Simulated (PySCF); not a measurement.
# Excitation energies in several basis sets

Species: disulfur monoxide, S2O.
InChI=1S/OS2/c1-3-2

TDDFT with PBE0 (PySCF), vertical singlets, core orbitals frozen in the response, spherical d and f functions. Geometry: PBE0-D3(BJ)/def2-SVP; no solvent, vibrations or thermal averaging.

How do the low singlets change with the basis? Take 6-31G*, def2-SVP, 6-31+G*, def2-SVPD, aug-cc-pVDZ, def2-TZVP, def2-TZVPD and aug-cc-pVTZ.

| basis | functions | diffuse | S1 (eV) | S2 (eV) | S3 (eV) | S4 (eV) | S5 (eV) | LUMO (eV) | α (au) |
| --- | --- | --- | --- | --- | --- | --- | --- | --- | --- |
| 6-31G* | 50 | no | 2.30 | 2.81 | 4.45 | 6.51 | 6.89 | -4.07 | 33.3 |
| def2-SVP | 50 | no | 2.31 | 2.81 | 4.49 | 6.75 | 6.91 | -4.00 | 31.4 |
| 6-31+G* | 62 | yes | 2.26 | 2.84 | 4.37 | 6.32 | 6.86 | -4.30 | 39.0 |
| def2-SVPD | 77 | yes | 2.30 | 2.89 | 4.38 | 6.37 | 6.89 | -4.32 | 44.7 |
| aug-cc-pVDZ | 77 | yes | 2.28 | 2.84 | 4.36 | 6.35 | 6.88 | -4.21 | 44.2 |
| def2-TZVP | 105 | no | 2.36 | 2.91 | 4.38 | 6.48 | 6.82 | -4.06 | 37.5 |
| def2-TZVPD | 132 | yes | 2.35 | 2.92 | 4.34 | 6.33 | 6.78 | -4.15 | 45.2 |
| aug-cc-pVTZ | 146 | yes | 2.32 | 2.89 | 4.34 | 6.35 | 6.83 | -4.17 | 45.1 |

States are compared by their number. Against the largest diffuse basis here (aug-cc-pVTZ, itself not a converged limit), sets without diffuse functions differ by up to 0.04 eV in S1 and 0.08 eV in S5; the smaller diffuse sets differ by up to 0.06 and 0.06 eV. State by state, the largest deviation of a set without diffuse functions is S1 0.04, S2 0.08, S3 0.15, S4 0.40, S5 0.08 eV. The same number needn't mean the same state in each row. Against aug-cc-pVTZ the polarisability deviates by -26% in 6-31G*, -30% in def2-SVP, -14% in 6-31+G*, -1% in def2-SVPD, -2% in aug-cc-pVDZ, -17% in def2-TZVP, 0% in def2-TZVPD.
